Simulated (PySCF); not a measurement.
cyanide, CN (charge -1), SMILES [C-]#N, point group C∞v.

Force field and properties: B3LYP/pcSseg-2 (PySCF, grid level 2). Vibrational terms come from second-order perturbation theory with semi-diagonal cubic constants, by steps of ±0.6 along the normal coordinates of each isotopologue. The parent has the commonest isotopes.

Equilibrium geometry (Å):

```tsv
atom	x	y	z
C1	0.5904	-0.0118	-0.0110
N2	-0.5794	0.0169	-0.0456
```

Question: How much do zero-point and thermal motion change the parent's shieldings?

Answer: 
```json
{"atom": "C1", "σe (ppm)": "11.57", "anharmonic part, 0 K": "-1.78", "harmonic part, 0 K": "-0.66", "Δσ at 0 K": "-2.44", "Δσ at 298.15 K": "-2.62", "Δσ at 1000 K": "-3.29"}
{"atom": "N2", "σe (ppm)": "-48.94", "anharmonic part, 0 K": "-2.88", "harmonic part, 0 K": "-1.18", "Δσ at 0 K": "-4.06", "Δσ at 298.15 K": "-4.35", "Δσ at 1000 K": "-5.44"}
```

Question: And the bond lengths, in the parent and with ¹⁵N at 2?

Answer: 
```
 bond  re (Å)  ⟨r⟩ at 0 K  between mean positions  ⟨r⟩, labelled
C1–N2  1.1706      1.1746                  1.1746         1.1746
```

The study (26 SCF points, 72 basis functions) took 18 s on 1 thread of Arm Neoverse V2, shared host (rough), peak memory 0.36 GiB, launched as `OMP_NUM_THREADS=1 python ens_run.py task.json out`.
